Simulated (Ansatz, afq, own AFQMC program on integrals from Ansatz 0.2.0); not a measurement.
CH4OSi, singlet in def2-TZVP, levels against AFQMC with the constraint released

```xyz
7

C    -0.6241    0.4711   -0.2789
Si    1.2121    0.1475   -0.7294
O     1.5901   -0.9994    0.4301
H    -1.2128   -0.4619   -0.3601
H    -1.0965    1.2241   -0.9292
H    -0.7141    0.8222    0.7661
H     0.9067   -1.2716    1.0557
```

Basis def2-TZVP. Only valence electrons are correlated. Ansatz 0.2.0 and our own AFQMC program on the same integrals; the CISD trial comes from CCSD amplitudes, and released means the phaseless constraint is let go. Error bars are statistical, one sigma.

Determinant: UHF, the one that the program's search chose, which needn't be the lowest solution. The geometry is a PBE0/def2-SVP stationary point of this or a neighbouring charge and spin state.

No full CI on the walks' own integrals is used here. The released AFQMC energy serves as the reference, which it does only where one determinant dominates, the energy is flat over the last release times and near the phaseless one (40 meV or 2 meV an electron, half that with transition metals). On small molecules, where full CI could be run and the noise was under 10 meV, such values lay within 10 meV of it in 19 cases of 20, a flattering rate, since the rule was set on those same cases; what remains of the bias isn't in the error bar.

Cautions: an unrestricted solution with more broken spin lies lower (18 meV, ⟨S²⟩ 0.17), while this determinant keeps restricted orbitals; the ph-AFQMC/HF walk drifts between its halves (2.6 errors); the released value is read at 0.99 1/Eh with a noise of 11 meV, more than in the cases checked, later times being too noisy (meV from the phaseless value at times in 1/Eh: 1 ± 7 at 0.24, -15 ± 10 at 0.51, -4 ± 11 at 0.99, -18 ± 14 at 1.50).

```
T1 diagnostic                               : 0.0142
weight of the determinant in the CISD state : 0.824
⟨S²⟩ of the determinant                     : 0.000
size of the correlated space                : 18 electrons in 116 orbitals
```

```
  level  correlation energy (eV)
    MP2                 -13.9188
   CCSD                 -14.7543
CCSD(T)                 -15.3083
```

Task: Estimate where AFQMC with the constraint released lies against CCSD(T) on the same integrals.

Result: 51.3 ± 10.8 meV below CCSD(T).

Reference: AFQMC with the constraint released, correlation energy -15.360 ± 0.011 eV.

```
        level  E − E(reference) (meV)  share of correlation (%)
      CCSD(T)             51.3 ± 10.8                     99.67
  ph-AFQMC/HF           -169.3 ± 34.9                    101.10
ph-AFQMC/CISD              3.5 ± 12.8                     99.98
```

Released energies are given only where the last usable release times agree within the noise; a slower fall can still hide under it.
